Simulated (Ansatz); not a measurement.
Total energies of MgH₂ from Ansatz at PBE-D4/def2-TZVP, gas phase (1 Eh = 27.2114 eV = 2625.5 kJ/mol). The reference geometry is relaxed at PBE0-D4/def2-TZVP.

```
                 state   geometry  energy (Eh)
      charge 0 singlet  reference   -201.10261
      charge 1 doublet  reference   -200.75632
free Mg atom (singlet)          –   -199.94297
 free H atom (doublet)          –     -0.49962
```

(1) Work out the vertical ionisation energy to the doublet.

(2) What is the binding energy per atom against free atoms?

(1) E(charge 1 doublet) − E(charge 0 singlet) = -200.75632 − (-201.10261) = 0.34629 Eh = 9.42 eV. For comparison, −ε of the highest occupied level is 6.05 eV at this level, 3.37 eV less.

(2) Atoms: 1 × (-199.94297) + 2 × (-0.49962) = -200.94221 Eh. Binding: -200.94221 − (-201.10261) = 0.16040 Eh = 4.36 eV, or 1.45 eV for each of 3 atoms (no zero-point energy, no counterpoise term).
